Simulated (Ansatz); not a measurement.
Compare A (`C1=NCOC1`) with its isomer B (`OC1=NCC1`).

Computed with Ansatz on PBE0-D4/def2-TZVP structures; ΔE is electronic, products minus reactants. CCSD(T)/CBS adds triple-zeta CCSD(T) − MP2 to the extrapolated MP2 energy (def2 sets, frozen cores). Functionals use def2-TZVPP. B3LYP here is the variant with VWN-RPA as its local correlation; programs differ in this. One conformer a species, not always the lowest.

Question: Which is lower in electronic energy at CCSD(T)/CBS, and by how much? (Best estimate.)

Answer: Ansatz gave: A, by 2.7 kcal/mol.

Question: Give E(B) − E(A) in kcal/mol with CCSD(T)/def2-SVP, BLYP-D4, B3LYP, MP2/def2-TZVPP, PBE0-D4, LDA (SPW92), B2PLYP. (An estimate is asked.)

Answer: The calculation gave: CCSD(T)/def2-SVP 3.1, BLYP-D4 3.2, B3LYP 3.2, MP2/def2-TZVPP 1.0, PBE0-D4 1.5, LDA (SPW92) 0.8, B2PLYP 2.8. None reverses the order clearly.

Question: Does the order hold for the free energy at 298.15 K (harmonic terms from PBE0-D4)? (Estimate.)

Answer: Ansatz gave: Yes: G(B) − G(A) = +2.6 kcal/mol, for one conformer each.

Largest T1 diagnostic: 0.012.

Leaving LDA and LC-ωPBE aside and taking each functional with its dispersion term where it has one, the values, not all of them listed here, spread over 3.9 kcal/mol, from PBE-D4 to BHLYP-D4. In def2-TZVPP, CCSD(T) changes the Hartree–Fock value by −3.1 kcal/mol (the triples alone add −0.4 kcal/mol) and MP2 by −5.0 kcal/mol.
